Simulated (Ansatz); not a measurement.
# BH4 (doublet): wB97M-V, B2PLYP, RPA-PBE over a scan of the distance B1–H5, cc-pVTZ, part 2 of 2

Ansatz 0.2.0, Gaussian basis; cc-pVTZ, all electrons in the functionals, frozen cores in the correlation of double hybrids and RPA. Earlier steps stand in the parts before.

### 11 B2PLYP, 1.692 Å

The input, in.yaml:

```yaml
crystal:
  periodic: [false, false, false]
  atoms:
    - {symbol: B, position_ang: [-0.011087, 0.021349, 0.021145]}
    - {symbol: H, position_ang: [0.403598, 0.833844, 0.831798]}
    - {symbol: H, position_ang: [-0.435414, -0.786345, 0.831606]}
    - {symbol: H, position_ang: [-0.423899, 0.829995, -0.794298]}
    - {symbol: H, position_ang: [0.574637, -1.106480, -1.095902]}
basis:
  gaussian: {orbitals: cc-pVTZ}
magnetization: {spin_polarized: true, initial_magnetization: 1}
hamiltonian: {xc: {name: B2PLYP}}
correlation: {electrons: outside_noble_gas}
```

Started as:

```bash
$ ansatz run in.yaml --threads 2 --pin off --events-out ev --progress --plain --max-ram 24576MiB --backend cuda --devices 0, --max-vram 18GiB
```

What it wrote, cut to the lines that bear on the results:

```text
Functional definition: B2PLYP
  name "B2PLYP"
  cite "Grimme, J. Chem. Phys. 124, 034108 (2006) doi:10.1063/1.2148954"
  cite "Becke, Phys. Rev. A 38, 3098 (1988) doi:10.1103/PhysRevA.38.3098"
  cite "Lee, Yang & Parr, Phys. Rev. B 37, 785 (1988) doi:10.1103/PhysRevB.37.785"
[...]
474 factors; integrals over basis functions are off by at most 1.1e-3 eV
[...]
mean field -735.22490370 eV, -27.0190168577 hartree, gradient 8.4e-6 eV, S^2 0.779143; 0 other end points of the search recorded, 0 dependent functions left out
1 core orbitals not correlated: weight in the atoms' cores, before any rotation towards them, 1.000 or more for the frozen orbitals, at most 0.000 for the correlated occupied ones
reference -735.22503401 eV, -27.0190216465 hartree; 4, 3 occupied and 81, 82 virtual orbitals, 474 factors
second order -4.48444959 eV of doubles, -0.00000000 eV of singles
Total energy: -736.43583540 eV, -27.0635177768 hartree
```

Wall time 3.7 s (1 × H100 (card shared with other runs) with 2 threads of AMD EPYC 7R13, shared host); peak host memory 0.75 GiB.

From the report: ⟨S²⟩ of the determinant 0.779 (pure doublet: 0.75).

From 1.220 Å: +0.966 eV.

### 12 B2PLYP, 2.286 Å

The input, in.yaml:

```yaml
crystal:
  periodic: [false, false, false]
  atoms:
    - {symbol: B, position_ang: [-0.025051, 0.048236, 0.047775]}
    - {symbol: H, position_ang: [0.389634, 0.860732, 0.858428]}
    - {symbol: H, position_ang: [-0.449378, -0.759457, 0.858236]}
    - {symbol: H, position_ang: [-0.437863, 0.856883, -0.767668]}
    - {symbol: H, position_ang: [0.766299, -1.475533, -1.461426]}
basis:
  gaussian: {orbitals: cc-pVTZ}
magnetization: {spin_polarized: true, initial_magnetization: 1}
hamiltonian: {xc: {name: B2PLYP}}
correlation: {electrons: outside_noble_gas}
```

Same command.

What it wrote, cut to the lines that bear on the results:

```text
Functional definition: B2PLYP
  name "B2PLYP"
  cite "Grimme, J. Chem. Phys. 124, 034108 (2006) doi:10.1063/1.2148954"
  cite "Becke, Phys. Rev. A 38, 3098 (1988) doi:10.1103/PhysRevA.38.3098"
  cite "Lee, Yang & Parr, Phys. Rev. B 37, 785 (1988) doi:10.1103/PhysRevB.37.785"
[...]
468 factors; integrals over basis functions are off by at most 1.2e-3 eV
[...]
mean field -734.64119360 eV, -26.9975659071 hartree, gradient 1.7e-6 eV, S^2 0.762080; 0 other end points of the search recorded, 0 dependent functions left out
1 core orbitals not correlated: weight in the atoms' cores, before any rotation towards them, 1.000 or more for the frozen orbitals, at most 0.000 for the correlated occupied ones
reference -734.64132721 eV, -26.9975708173 hartree; 4, 3 occupied and 81, 82 virtual orbitals, 468 factors
second order -4.01427508 eV of doubles, -0.00000000 eV of singles
Total energy: -735.72518149 eV, -27.0374017272 hartree
```

Run time: 3.3 s. Hardware: 1 × H100 (card shared with other runs) with 2 threads of AMD EPYC 7R13, shared host; peak host memory 0.75 GiB.

From the report: ⟨S²⟩ of the determinant 0.762 (pure doublet: 0.75).

From 1.220 Å: +1.677 eV.

### 13 B2PLYP, 3.318 Å

The input, in.yaml:

```yaml
crystal:
  periodic: [false, false, false]
  atoms:
    - {symbol: B, position_ang: [-0.049311, 0.094950, 0.094042]}
    - {symbol: H, position_ang: [0.365374, 0.907445, 0.904695]}
    - {symbol: H, position_ang: [-0.473638, -0.712744, 0.904503]}
    - {symbol: H, position_ang: [-0.462123, 0.903596, -0.721401]}
    - {symbol: H, position_ang: [1.099289, -2.116715, -2.096478]}
basis:
  gaussian: {orbitals: cc-pVTZ}
magnetization: {spin_polarized: true, initial_magnetization: 1}
hamiltonian: {xc: {name: B2PLYP}}
correlation: {electrons: outside_noble_gas}
```

Same command.

What it wrote, cut to the lines that bear on the results:

```text
Functional definition: B2PLYP
  name "B2PLYP"
  cite "Grimme, J. Chem. Phys. 124, 034108 (2006) doi:10.1063/1.2148954"
  cite "Becke, Phys. Rev. A 38, 3098 (1988) doi:10.1103/PhysRevA.38.3098"
  cite "Lee, Yang & Parr, Phys. Rev. B 37, 785 (1988) doi:10.1103/PhysRevB.37.785"
[...]
465 factors; integrals over basis functions are off by at most 1.2e-3 eV
[...]
mean field -734.55781519 eV, -26.9945018070 hartree, gradient 2.8e-6 eV, S^2 0.750189; 0 other end points of the search recorded, 0 dependent functions left out
1 core orbitals not correlated: weight in the atoms' cores, before any rotation towards them, 1.000 or more for the frozen orbitals, at most 0.000 for the correlated occupied ones
reference -734.55796028 eV, -26.9945071391 hartree; 4, 3 occupied and 81, 82 virtual orbitals, 465 factors
second order -3.89444031 eV of doubles, -0.00000000 eV of singles
Total energy: -735.60945917 eV, -27.0331490104 hartree
```

Wall time 6 s (1 × H100 (card shared with other runs) with 2 threads of AMD EPYC 7R13, shared host); peak host memory 0.75 GiB.

From the report: ⟨S²⟩ of the determinant 0.750 (pure doublet: 0.75).

From 1.220 Å: +1.792 eV.

### 14 RPA-PBE, 1.081 Å

The input, in.yaml:

```yaml
crystal:
  periodic: [false, false, false]
  atoms:
    - {symbol: B, position_ang: [0.003276, -0.006308, -0.006248]}
    - {symbol: H, position_ang: [0.417961, 0.806187, 0.804405]}
    - {symbol: H, position_ang: [-0.421051, -0.814002, 0.804213]}
    - {symbol: H, position_ang: [-0.409536, 0.802338, -0.821691]}
    - {symbol: H, position_ang: [0.377488, -0.726865, -0.719916]}
basis:
  gaussian: {orbitals: cc-pVTZ}
magnetization: {spin_polarized: true, initial_magnetization: 1}
hamiltonian: {xc: {name: PBE}}
correlation: {method: rpa, electrons: outside_noble_gas}
```

Same command.

What it wrote:

```text
Functional definition: PBE
  name "PBE"
  cite "Perdew, Burke & Ernzerhof, Phys. Rev. Lett. 77, 3865 (1996) doi:10.1103/PhysRevLett.77.3865"
  parent pbe
  parameter kappa = 0.804
  parameter beta = 0.06672455060314922
  exchange = pbe_x(kappa = kappa, mu = beta*pi^2/3)
  correlation = pbe_c(beta = beta)
468 factors; integrals over basis functions are off by at most 1.2e-3 eV
mean field evaluation 1: about -733.7317 eV, gradient 2.2e1 eV
mean field evaluation 2: about -733.7281 eV, gradient 2.2e1 eV
mean field evaluation 4: about -736.8582 eV, gradient 1.8e0 eV
mean field evaluation 8: about -736.8836 eV, gradient 2.6e-2 eV
mean field evaluation 16: about -736.8836 eV, gradient 8.0e-6 eV
mean field -736.88359971 eV, -27.0799728117 hartree, gradient 8.0e-6 eV, S^2 0.752379; 0 other end points of the search recorded, 0 dependent functions left out
1 core orbitals not correlated: weight in the atoms' cores, before any rotation towards them, 1.000 or more for the frozen orbitals, at most 0.000 for the correlated occupied ones
reference -730.95226098 eV, -26.8620001337 hartree; 4, 3 occupied and 81, 82 virtual orbitals, 468 factors
Total energy: -739.07291709 eV, -27.1604287415 hartree
```

Wall time 7.5 s (1 × H100 (card shared with other runs) with 2 threads of AMD EPYC 7R13, shared host); peak host memory 0.84 GiB.

From the report: ⟨S²⟩ of the determinant 0.752 (pure doublet: 0.75).

### 15 RPA-PBE, 1.220 Å

The input, in.yaml:

```yaml
crystal:
  periodic: [false, false, false]
  atoms:
    - {symbol: B, position_ang: [0.000000, 0.000000, 0.000000]}
    - {symbol: H, position_ang: [0.414685, 0.812495, 0.810653]}
    - {symbol: H, position_ang: [-0.424327, -0.807694, 0.810461]}
    - {symbol: H, position_ang: [-0.412812, 0.808646, -0.815443]}
    - {symbol: H, position_ang: [0.422454, -0.813448, -0.805671]}
basis:
  gaussian: {orbitals: cc-pVTZ}
magnetization: {spin_polarized: true, initial_magnetization: 1}
hamiltonian: {xc: {name: PBE}}
correlation: {method: rpa, electrons: outside_noble_gas}
```

The command is unchanged.

What it wrote:

```text
Functional definition: PBE
  name "PBE"
  cite "Perdew, Burke & Ernzerhof, Phys. Rev. Lett. 77, 3865 (1996) doi:10.1103/PhysRevLett.77.3865"
  parent pbe
  parameter kappa = 0.804
  parameter beta = 0.06672455060314922
  exchange = pbe_x(kappa = kappa, mu = beta*pi^2/3)
  correlation = pbe_c(beta = beta)
471 factors; integrals over basis functions are off by at most 1.4e-3 eV
mean field evaluation 1: about -734.4270 eV, gradient 2.1e1 eV
mean field evaluation 2: about -734.4234 eV, gradient 2.1e1 eV
mean field evaluation 4: about -737.1389 eV, gradient 9.3e-1 eV
mean field evaluation 8: about -737.1439 eV, gradient 1.4e-3 eV
mean field evaluation 16: about -737.1439 eV, gradient 2.3e-6 eV
mean field -737.14391521 eV, -27.0895392299 hartree, gradient 2.3e-6 eV, S^2 0.752397; 0 other end points of the search recorded, 0 dependent functions left out
1 core orbitals not correlated: weight in the atoms' cores, before any rotation towards them, 1.000 or more for the frozen orbitals, at most 0.000 for the correlated occupied ones
reference -731.18936758 eV, -26.8707136406 hartree; 4, 3 occupied and 81, 82 virtual orbitals, 471 factors
Total energy: -739.33059357 eV, -27.1698981773 hartree
```

Run time: 2.8 s. Hardware: 1 × H100 (card shared with other runs) with 2 threads of AMD EPYC 7R13, shared host; peak host memory 0.84 GiB.

From the report: ⟨S²⟩ of the determinant 0.752 (pure doublet: 0.75).

### 16 RPA-PBE, 1.349 Å

The input, in.yaml:

```yaml
crystal:
  periodic: [false, false, false]
  atoms:
    - {symbol: B, position_ang: [-0.003024, 0.005823, 0.005767]}
    - {symbol: H, position_ang: [0.411661, 0.818318, 0.816420]}
    - {symbol: H, position_ang: [-0.427351, -0.801871, 0.816228]}
    - {symbol: H, position_ang: [-0.415836, 0.814469, -0.809676]}
    - {symbol: H, position_ang: [0.463963, -0.893374, -0.884833]}
basis:
  gaussian: {orbitals: cc-pVTZ}
magnetization: {spin_polarized: true, initial_magnetization: 1}
hamiltonian: {xc: {name: PBE}}
correlation: {method: rpa, electrons: outside_noble_gas}
```

The command is unchanged.

What it wrote:

```text
Functional definition: PBE
  name "PBE"
  cite "Perdew, Burke & Ernzerhof, Phys. Rev. Lett. 77, 3865 (1996) doi:10.1103/PhysRevLett.77.3865"
  parent pbe
  parameter kappa = 0.804
  parameter beta = 0.06672455060314922
  exchange = pbe_x(kappa = kappa, mu = beta*pi^2/3)
  correlation = pbe_c(beta = beta)
471 factors; integrals over basis functions are off by at most 1.3e-3 eV
mean field evaluation 1: about -734.4337 eV, gradient 2.0e1 eV
mean field evaluation 2: about -734.4297 eV, gradient 2.0e1 eV
mean field evaluation 4: about -736.9905 eV, gradient 2.0e0 eV
mean field evaluation 8: about -737.0296 eV, gradient 1.4e-2 eV
mean field evaluation 16: about -737.0296 eV, gradient 5.1e-6 eV
mean field -737.02955232 eV, -27.0853364712 hartree, gradient 5.1e-6 eV, S^2 0.752588; 0 other end points of the search recorded, 0 dependent functions left out
1 core orbitals not correlated: weight in the atoms' cores, before any rotation towards them, 1.000 or more for the frozen orbitals, at most 0.000 for the correlated occupied ones
reference -731.04549851 eV, -26.8654265500 hartree; 4, 3 occupied and 81, 82 virtual orbitals, 471 factors
Total energy: -739.21745070 eV, -27.1657402537 hartree
```

Wall time 4.5 s (1 × H100 (card shared with other runs) with 2 threads of AMD EPYC 7R13, shared host); peak host memory 0.85 GiB.

From the report: ⟨S²⟩ of the determinant 0.753 (pure doublet: 0.75).

From 1.220 Å: +0.113 eV.

### 17 RPA-PBE, 1.692 Å

The input, in.yaml:

```yaml
crystal:
  periodic: [false, false, false]
  atoms:
    - {symbol: B, position_ang: [-0.011087, 0.021349, 0.021145]}
    - {symbol: H, position_ang: [0.403598, 0.833844, 0.831798]}
    - {symbol: H, position_ang: [-0.435414, -0.786345, 0.831606]}
    - {symbol: H, position_ang: [-0.423899, 0.829995, -0.794298]}
    - {symbol: H, position_ang: [0.574637, -1.106480, -1.095902]}
basis:
  gaussian: {orbitals: cc-pVTZ}
magnetization: {spin_polarized: true, initial_magnetization: 1}
hamiltonian: {xc: {name: PBE}}
correlation: {method: rpa, electrons: outside_noble_gas}
```

The command is unchanged.

What it wrote:

```text
Functional definition: PBE
  name "PBE"
  cite "Perdew, Burke & Ernzerhof, Phys. Rev. Lett. 77, 3865 (1996) doi:10.1103/PhysRevLett.77.3865"
  parent pbe
  parameter kappa = 0.804
  parameter beta = 0.06672455060314922
  exchange = pbe_x(kappa = kappa, mu = beta*pi^2/3)
  correlation = pbe_c(beta = beta)
474 factors; integrals over basis functions are off by at most 1.1e-3 eV
mean field evaluation 1: about -732.8356 eV, gradient 2.1e1 eV
mean field evaluation 2: about -732.8317 eV, gradient 2.1e1 eV
mean field evaluation 4: about -735.8628 eV, gradient 5.1e0 eV
mean field evaluation 8: about -736.1960 eV, gradient 3.6e-1 eV
mean field evaluation 16: about -736.1974 eV, gradient 2.9e-4 eV
mean field -736.19735096 eV, -27.0547536354 hartree, gradient 4.1e-6 eV, S^2 0.757104; 0 other end points of the search recorded, 0 dependent functions left out
1 core orbitals not correlated: weight in the atoms' cores, before any rotation towards them, 1.000 or more for the frozen orbitals, at most 0.000 for the correlated occupied ones
reference -730.20790412 eV, -26.8346455239 hartree; 4, 3 occupied and 81, 82 virtual orbitals, 474 factors
Total energy: -738.42523859 eV, -27.1366269955 hartree
```

Wall time 3.4 s (1 × H100 (card shared with other runs) with 2 threads of AMD EPYC 7R13, shared host); peak host memory 0.84 GiB.

From the report: ⟨S²⟩ of the determinant 0.757 (pure doublet: 0.75).

From 1.220 Å: +0.905 eV.

### 18 RPA-PBE, 2.286 Å

The input, in.yaml:

```yaml
crystal:
  periodic: [false, false, false]
  atoms:
    - {symbol: B, position_ang: [-0.025051, 0.048236, 0.047775]}
    - {symbol: H, position_ang: [0.389634, 0.860732, 0.858428]}
    - {symbol: H, position_ang: [-0.449378, -0.759457, 0.858236]}
    - {symbol: H, position_ang: [-0.437863, 0.856883, -0.767668]}
    - {symbol: H, position_ang: [0.766299, -1.475533, -1.461426]}
basis:
  gaussian: {orbitals: cc-pVTZ}
magnetization: {spin_polarized: true, initial_magnetization: 1}
hamiltonian: {xc: {name: PBE}}
correlation: {method: rpa, electrons: outside_noble_gas}
```

The command is unchanged.

What it wrote, cut to the lines that bear on the results:

```text
Functional definition: PBE
  name "PBE"
  cite "Perdew, Burke & Ernzerhof, Phys. Rev. Lett. 77, 3865 (1996) doi:10.1103/PhysRevLett.77.3865"
  parent pbe
[...]
468 factors; integrals over basis functions are off by at most 1.2e-3 eV
[...]
mean field -735.21255802 eV, -27.0185631624 hartree, gradient 5.3e-7 eV, S^2 0.766194; 2 other end points of the search recorded, 0 dependent functions left out
1 core orbitals not correlated: weight in the atoms' cores, before any rotation towards them, 1.000 or more for the frozen orbitals, at most 0.000 for the correlated occupied ones
reference -730.09447803 eV, -26.8304771919 hartree; 4, 3 occupied and 81, 82 virtual orbitals, 468 factors
Total energy: -737.64228469 eV, -27.1078539704 hartree
```

Run time: 4.4 s. Hardware: 1 × H100 (card shared with other runs) with 2 threads of AMD EPYC 7R13, shared host; peak host memory 0.84 GiB.

From the report: ⟨S²⟩ of the determinant 0.766 (pure doublet: 0.75).

From 1.220 Å: +1.688 eV.

### 19 RPA-PBE, 3.318 Å

The input, in.yaml:

```yaml
crystal:
  periodic: [false, false, false]
  atoms:
    - {symbol: B, position_ang: [-0.049311, 0.094950, 0.094042]}
    - {symbol: H, position_ang: [0.365374, 0.907445, 0.904695]}
    - {symbol: H, position_ang: [-0.473638, -0.712744, 0.904503]}
    - {symbol: H, position_ang: [-0.462123, 0.903596, -0.721401]}
    - {symbol: H, position_ang: [1.099289, -2.116715, -2.096478]}
basis:
  gaussian: {orbitals: cc-pVTZ}
magnetization: {spin_polarized: true, initial_magnetization: 1}
hamiltonian: {xc: {name: PBE}}
correlation: {method: rpa, electrons: outside_noble_gas}
```

The command is unchanged.

What it wrote, cut to the lines that bear on the results:

```text
Functional definition: PBE
  name "PBE"
  cite "Perdew, Burke & Ernzerhof, Phys. Rev. Lett. 77, 3865 (1996) doi:10.1103/PhysRevLett.77.3865"
  parent pbe
[...]
465 factors; integrals over basis functions are off by at most 1.2e-3 eV
[...]
mean field -735.00399001 eV, -27.0108984293 hartree, gradient 7.2e-6 eV, S^2 0.750145; 1 other end points of the search recorded, 0 dependent functions left out
1 core orbitals not correlated: weight in the atoms' cores, before any rotation towards them, 1.000 or more for the frozen orbitals, at most 0.000 for the correlated occupied ones
reference -730.34654238 eV, -26.8397403859 hartree; 4, 3 occupied and 81, 82 virtual orbitals, 465 factors
Total energy: -737.61923567 eV, -27.1070069344 hartree
```

Run time: 11 s. Hardware: 1 × H100 (card shared with other runs) with 2 threads of AMD EPYC 7R13, shared host; peak host memory 0.85 GiB.

From the report: ⟨S²⟩ of the determinant 0.750 (pure doublet: 0.75).

From 1.220 Å: +1.711 eV.

### 20 Against the wave-function levels

The yardstick is UCCSDT(Q), where the cluster series has nearly closed. It comes from earlier runs at the same points. Energies in eV, counted from 1.220 Å; blanks weren't run or aren't comparable.

```csv
level,1.081 Å,1.220 Å,1.349 Å,1.692 Å,2.286 Å,3.318 Å
UCCSDT(Q),0.245,0.000,0.125,0.907,1.568,1.648
wB97M-V,0.229,0.000,0.139,0.982,1.729,1.825
B2PLYP,0.230,0.000,0.137,0.966,1.677,1.792
RPA-PBE,0.258,0.000,0.113,0.905,1.688,1.711
```

Largest miss and mean time a point (UCCSDT(Q) took 15 s a point; shared hosts):

```csv
level,largest miss (eV),where,time a point
wB97M-V,+0.177,3.318 Å,7.5 s
B2PLYP,+0.144,3.318 Å,4.5 s
RPA-PBE,+0.121,2.286 Å,5.6 s
```

### 21 Summary of results

What follows sums up all 2 parts.

```
                   quantity                value
span of the UCCSDT(Q) curve             1.648 eV
      largest miss, wB97M-V  +0.177 eV (3.318 Å)
       largest miss, B2PLYP  +0.144 eV (3.318 Å)
      largest miss, RPA-PBE  +0.121 eV (2.286 Å)
```

**Reading.** Of the functionals, RPA-PBE keep the smallest largest miss at the points compared (at most 0.121 eV) and wB97M-V strays most (0.177 eV, at 3.318 Å). Functionals and the yardstick converge differently with the basis, so part of each miss in cc-pVTZ is the basis.
